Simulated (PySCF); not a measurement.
## Shieldings and the share of exact exchange

Molecule: SMILES O=C(O)C(F)F, C₂H₂F₂O₂.

Atoms are numbered as in `[O:1]=[C:2]([OH:3])[CH:4]([F:5])[F:6]`. Each H is labelled by its parent atom.

GIAO shieldings (ppm, equivalent atoms averaged) in PySCF 2.14 on the PBE0-D3(BJ)/def2-SVP geometry, basis pcSseg-2, gas phase, non-relativistic:

```csv
functional,exact exchange (%),σ(O3),σ(C4),σ(F5/F6)
BLYP,0,110.9,56.8,299.6
BP86,0,113.3,61.8,303.4
PBE,0,113.1,61.7,301.7
B3LYP,20,122.6,64.5,314.7
PBE0,25,127.4,70.8,320.1
BHandHLYP,50,140.2,75.2,332.9
HF,100,163.4,92.3,358.2
```

(1) Fit each shielding as a line in the percentage of exact exchange.

(2) What does the line predict for mPW1PW91 (25 %), and what does the run give?

## Answers

(1) σ(O3) = 112.9 + 0.52 x (rms 1.2 ppm); σ(C4) = 60.1 + 0.32 x (rms 2.0 ppm); σ(F5/F6) = 302.7 + 0.57 x (rms 1.9 ppm). The functionals also differ in their semilocal parts, which the line can't hold; Hartree–Fock has no correlation at all.

(2) σ(O3): 125.9 predicted, 126.9 computed; σ(C4): 68.1 predicted, 70.2 computed; σ(F5/F6): 316.9 predicted, 320.8 computed ppm.
